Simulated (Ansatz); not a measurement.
```yaml
crystal:
  periodic: [false, false, false]
  atoms:
    - {symbol: F, position_ang: [-1.038111, -2.062083, 1.130334]}
    - {symbol: Al, position_ang: [-0.220638, -1.202273, 0.042170]}
    - {symbol: Al, position_ang: [0.566892, 1.340277, 0.097411]}
    - {symbol: H, position_ang: [-0.781364, -1.836298, -1.670390]}
    - {symbol: H, position_ang: [0.871276, 2.187900, -0.996195]}
    - {symbol: Xx, position_ang: [0.779391, 1.719149, 1.612167]}
basis:
  gaussian: {orbitals: cc-pVTZ-DK}
hamiltonian: {xc: {name: r2SCAN50}}
output: {forces: true}
```

```sh
$ ansatz run in.yaml --threads 2 --pin off --events-out ev --progress --plain --max-ram 4352MiB
```

Shortened log:

```
Error: YAML parse error: error: line 9 column 16: `Xx` is not an element symbol (H … Og, case-exact)
 7 |     - {symbol: H, position_ang: [-0.781364, -1.836298, -1.670390]}
 8 |     - {symbol: H, position_ang: [0.871276, 2.187900, -0.996195]}
 9 |     - {symbol: Xx, position_ang: [0.779391, 1.719149, 1.612167]}
10 | basis:
11 |   gaussian: {orbitals: cc-pVTZ-DK}
```

In this input an element symbol is wrong. The input was rejected before any iteration.
